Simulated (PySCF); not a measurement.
Spin states of SiN

Unrestricted PBE0; PySCF, no relativity, basis sets Si aug-cc-pV(D+d)Z, N aug-cc-pVDZ. Outer shells of the fragments: Si 3s2 3p2; N 2s2 2p3.

Followed along the bond (rough minima from three points):

| 2Ms+1 | unpaired | ⟨S²⟩ at the start | R at minimum (Å) | Te (eV) |
| --- | --- | --- | --- | --- |
| 2 | σ ↑ | 0.91 | 1.57 | 0.00 |
| 2 | π ↑ | 0.79 | 1.65 | 0.05 |
| 4 | π ↑↑↑ | 3.77 | none in the scan | ≤ 2.27 |
| 6 | σ ↑, π ↑↑↑↑ | 8.76 | none in the scan | ≤ 4.33 |

Solutions found at the starting distance of 1.770 Å, counted from the lowest of them; the search is not exhaustive and high or unbound solutions are not listed, so other states can lie among these:

| 2Ms+1 | unpaired | term | E (eV) | ⟨S²⟩ | ⟨Lz²⟩ | μ (D) |
| --- | --- | --- | --- | --- | --- | --- |
| 2 | π ↑ | ²Π | 0.00 | 0.79 | 1.01 | -3.00 |
| 2 | σ ↑ | ²Σ⁺ | 0.35 | 0.91 | 0.00 | -3.08 |
| 4 | π ↑↑↑ | ⁴Π | 2.16 | 3.77 | 1.01 | -0.46 |
| 4 | σ ↑, π ↑↑ | mixed | 2.27 | 3.78 | 2.01 | -1.48 |
| 4 | σ ↑, π ↑↑ | mixed | 2.74 | 3.76 | 2.01 | -1.53 |
| 2 | π ↑↑↓ | mixed | 2.75 | 1.76 | 3.02 | -0.42 |
| 2 | σ ↓, π ↑↑ | mixed | 2.92 | 1.78 | 2.02 | -1.42 |
| 2 | σ ↑, π ↑↓ | mixed | 3.15 | 1.77 | 2.02 | -1.31 |
| 6 | σ ↑, π ↑↑↑↑ | ⁶Σ⁺ | 4.47 | 8.76 | 0.00 | 0.18 |
| 4 | σ ↑, π ↑↑ | ⁴Σ⁻ | 5.40 | 3.75 | 0.00 | -0.82 |
| 6 | σ ↑↑, π ↑↑↑ | ⁶Π | 7.37 | 8.76 | 1.01 | -0.56 |
| 6 | σ ↑↑, π ↑↑↑ | ⁶Π | 7.63 | 8.76 | 1.00 | 0.34 |

A term symbol is given only where ⟨S²⟩ and ⟨Lz²⟩ are close to those of a pure state; real π, δ and φ orbitals otherwise mix terms. A positive dipole means Si(−)N(+).

Problem. Compare the gap between the two lowest followed solutions at the starting distance with the gap between their minima.

Solution. At PBE0 the second solution (doublet, unpaired electrons π ↑) lies -0.35 eV from the first (doublet, unpaired electrons σ ↑) at 1.770 Å and +0.05 eV at the minima; the two curves relax by different amounts, since their minima lie near 1.65 and 1.57 Å.

Counting both spins, an empty level lies below a filled one in some of these solutions, because spin and occupation are held.
